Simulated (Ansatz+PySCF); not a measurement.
Results of a calculation; reference values are marked as such.
## PySCF 2.14.0 run

```python
from pyscf import gto, scf, cc

mol = gto.M(atom="""
Li 0.000000 0.000000 0.000000
N 0.853800 1.138400 2.464710
""", basis='sto-3g', charge=0, spin=2)
mf = scf.UHF(mol)
mf.kernel()
mycc = cc.CCSD(mf, frozen=1).run()
et = mycc.ccsd_t()
print(mf.e_tot, mycc.e_corr, et, mycc.e_tot + et)
```

The script is written out from the run's settings.

Output:

```
Converged                       : yes
Reference energy                : -60.92413 hartree
CCSD correlation energy         : -0.11896 hartree
Triples correction              : -0.00165 hartree
Total energy                    : -61.04474 hartree
Spin squared of the determinant : 2.052
```

This is not the lowest solution: another run reaches a determinant 3.14 eV lower. Caution: bonds are stretched, where a single reference can fail.
